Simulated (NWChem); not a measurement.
System: nitrogen (N₂); SMILES N#N

NWChem printed, in part:

```
             Northwest Computational Chemistry Package (NWChem) 7.3.0
             --------------------------------------------------------

 ORDER OF PRIMARY AXIS IS BEING SET TO 4
 D4H symmetry detected

                             Geometry "geometry" -> ""
                             -------------------------

 Output coordinates in angstroms (scale by  1.889725989 to convert to a.u.)

  No.       Tag          Charge          X              Y              Z
 ---- ---------------- ---------- -------------- -------------- --------------
    1 N                    7.0000     0.00000000     0.00000000     0.54887900
    2 N                    7.0000     0.00000000     0.00000000    -0.54887900

 Effective nuclear repulsion energy (a.u.)      23.6205841369

      Symmetry information
      --------------------

 Group name             D4h
 Group number             28
 Group order              16
 No. of unique centers     1

                                 NWChem DFT Module
                                 -----------------

 Summary of "ao basis" -> "ao basis" (spherical)
 ------------------------------------------------------------------------------
       Tag                 Description            Shells   Functions and Types
 ---------------- ------------------------------  ------  ---------------------
 N                         def2-tzvpd               13       37   6s3p3d1f

      Symmetry analysis of basis
      --------------------------

        a1g        13
        a1u         0
        a2g         0
        a2u        13
        b1g         4
        b1u         4
        b2g         4
        b2u         4
        eg         16
        eu         16

            General Information
            -------------------
          SCF calculation type: DFT
          Wavefunction type:  closed shell.
          No. of atoms     :     2
          No. of electrons :    14
           Alpha electrons :     7
            Beta electrons :     7
          Charge           :     0
          Spin multiplicity:     1
          Use of symmetry is: on ; symmetry adaption is: on
          Maximum number of iterations: 150
          AO basis - number of functions:    74
                     number of shells:    26
          Convergence on energy requested:  1.00D-06
          Convergence on density requested:  1.00D-05
          Convergence on gradient requested:  5.00D-04

              XC Information
              --------------
                         B3LYP Method XC Potential
                     Hartree-Fock (Exact) Exchange  0.200
                        Slater Exchange Functional  0.800 local
                    Becke 1988 Exchange Functional  0.720 non-local
              Lee-Yang-Parr Correlation Functional  0.810
                  VWN I RPA Correlation Functional  0.190 local

             Grid Information
             ----------------
          Grid used for XC integration:  medium
          Radial quadrature: Mura-Knowles
          Angular quadrature: Lebedev.
          Tag              B.-S. Rad. Rad. Pts. Rad. Cut. Ang. Pts.
          ---              ---------- --------- --------- ---------
          N                   0.65       49           7.0       434
          Grid pruning is: on
          Number of quadrature shells:    49
          Spatial weights used:  Erf1

      Superposition of Atomic Density Guess
      -------------------------------------

 Sum of atomic energies:        -108.62311278

      Non-variational initial energy
      ------------------------------

 Total energy =    -109.131668
 1-e energy   =    -193.904823
 2-e energy   =      61.152571
 HOMO         =      -0.430601
 LUMO         =       0.017497

      Symmetry analysis of molecular orbitals - initial
      -------------------------------------------------

 !! scf_movecs_sym_adapt:   16 vectors were symmetry contaminated

  Symmetry fudging

 !! scf_movecs_sym_adapt:   14 vectors were symmetry contaminated

  Numbering of irreducible representations:

     1 a1g         2 a1u         3 a2g         4 a2u         5 b1g
     6 b1u         7 b2g         8 b2u         9 eg         10 eu

  Orbital symmetries:

     1 a1g         2 a2u         3 a1g         4 a2u         5 eu
     6 eu          7 a1g         8 eg          9 eg         10 a1g
    11 a2u        12 a1g        13 b1g        14 b2g        15 eg
    16 eg         17 eu

     ---------------------------------------------
      Total Density - Mulliken Population Analysis
     ---------------------------------------------

    Atom       Charge   Shell Charges
 -----------   ------   -------------------------------------------------------
    1 N    7     7.00   0.82  1.15  0.63  0.88  0.33  0.03  1.31  1.34  0.44  0.02  0.04  0.00  0.01
    2 N    7     7.00   0.82  1.15  0.63  0.88  0.33  0.03  1.31  1.34  0.44  0.02  0.04  0.00  0.01

   convergence    iter        energy       DeltaE   RMS-Dens  Diis-err
 ---------------- ----- ----------------- --------- --------- ---------
 d= 0,ls=0.0,diis     1   -109.5532587182 -1.33D+02  5.53D-03  3.32D-01
 d= 0,ls=0.0,diis     2   -109.5682393942 -1.50D-02  1.79D-03  5.44D-02
 d= 0,ls=0.0,diis     3   -109.5731013499 -4.86D-03  4.13D-04  5.50D-03
 d= 0,ls=0.0,diis     4   -109.5736663194 -5.65D-04  1.86D-05  1.57D-06
 d= 0,ls=0.0,diis     5   -109.5736665088 -1.89D-07  9.21D-07  8.13D-09

         Total DFT energy =     -109.573666508814
      One electron energy =     -194.561322946243
           Coulomb energy =       75.068921179991
    Exchange-Corr. energy =      -13.701848879489
 Nuclear repulsion energy =       23.620584136927

 Numeric. integr. density =       14.000000457323

                  Occupations of the irreducible representations
                  ----------------------------------------------

                     irrep           alpha         beta
                     --------     --------     --------
                     a1g               3.0          3.0
                     a1u               0.0          0.0
                     a2g               0.0          0.0
                     a2u               2.0          2.0
                     b1g               0.0          0.0
                     b1u               0.0          0.0
                     b2g               0.0          0.0
                     b2u               0.0          0.0
                     eg                0.0          0.0
                     eu                2.0          2.0

                       DFT Final Molecular Orbital Analysis
                       ------------------------------------

 Vector    5  Occ=2.000000D+00  E=-4.735597D-01  Symmetry=eu
              MO Center=  3.4D-15,  8.5D-16,  3.4D-16, r^2= 8.9D-01
   Bfn.  Coefficient  Atom+Function         Bfn.  Coefficient  Atom+Function
  ----- ------------  ---------------      ----- ------------  ---------------
     7      0.291133  1 N  px                44      0.291133  2 N  px
    10      0.232718  1 N  px                47      0.232718  2 N  px
     8      0.149890  1 N  py                45      0.149890  2 N  py
    11      0.119815  1 N  py                48      0.119815  2 N  py
    13      0.108636  1 N  px                50      0.108636  2 N  px

 Vector    6  Occ=2.000000D+00  E=-4.735597D-01  Symmetry=eu
              MO Center= -6.9D-16,  5.6D-16,  7.1D-16, r^2= 8.9D-01
   Bfn.  Coefficient  Atom+Function         Bfn.  Coefficient  Atom+Function
  ----- ------------  ---------------      ----- ------------  ---------------
     8      0.291133  1 N  py                45      0.291133  2 N  py
    11      0.232718  1 N  py                48      0.232718  2 N  py
     7     -0.149890  1 N  px                44     -0.149890  2 N  px
    10     -0.119815  1 N  px                47     -0.119815  2 N  px
    14      0.108636  1 N  py                51      0.108636  2 N  py

 Vector    7  Occ=2.000000D+00  E=-4.393141D-01  Symmetry=a1g
              MO Center= -5.0D-15, -2.6D-15,  3.9D-16, r^2= 1.3D+00
   Bfn.  Coefficient  Atom+Function         Bfn.  Coefficient  Atom+Function
  ----- ------------  ---------------      ----- ------------  ---------------
     9      0.345604  1 N  pz                46     -0.345604  2 N  pz
    12      0.231797  1 N  pz                49     -0.231797  2 N  pz
     4      0.194468  1 N  s                 41      0.194468  2 N  s
     5      0.157117  1 N  s                 42      0.157117  2 N  s
    15      0.116220  1 N  pz                52     -0.116220  2 N  pz

 Vector    8  Occ=0.000000D+00  E=-3.491200D-02  Symmetry=eg
              MO Center=  7.0D-16, -7.9D-16, -1.7D-15, r^2= 1.5D+00
   Bfn.  Coefficient  Atom+Function         Bfn.  Coefficient  Atom+Function
  ----- ------------  ---------------      ----- ------------  ---------------
     8      0.273122  1 N  py                45     -0.273122  2 N  py
    11      0.264285  1 N  py                48     -0.264285  2 N  py
     7     -0.221534  1 N  px                44      0.221534  2 N  px
    10     -0.214365  1 N  px                47      0.214365  2 N  px
    14      0.167612  1 N  py                51     -0.167612  2 N  py

 Vector    9  Occ=0.000000D+00  E=-3.491200D-02  Symmetry=eg
              MO Center=  1.3D-15,  9.3D-16, -1.5D-15, r^2= 1.5D+00
   Bfn.  Coefficient  Atom+Function         Bfn.  Coefficient  Atom+Function
  ----- ------------  ---------------      ----- ------------  ---------------
     7      0.273122  1 N  px                44     -0.273122  2 N  px
    10      0.264285  1 N  px                47     -0.264285  2 N  px
     8      0.221534  1 N  py                45     -0.221534  2 N  py
    11      0.214365  1 N  py                48     -0.214365  2 N  py
    13      0.167612  1 N  px                50     -0.167612  2 N  px

[...]
```

Level: B3LYP/def2-TZVPD. All runs use the structure optimised with PBE0/def2-SVP.

Q: Reconstruct the input file.

A: Several could match; the one computed here: the input that was run:
```
start job
memory heap 200 mb stack 900 mb global 1100 mb
geometry units angstroms noautoz
  N      0.000000     0.000000     0.548879
  N      0.000000     0.000000    -0.548879
end
basis spherical
  * library def2-tzvpd
end
dft
  xc b3lyp
  iterations 150
  mulliken
end
task dft energy
```
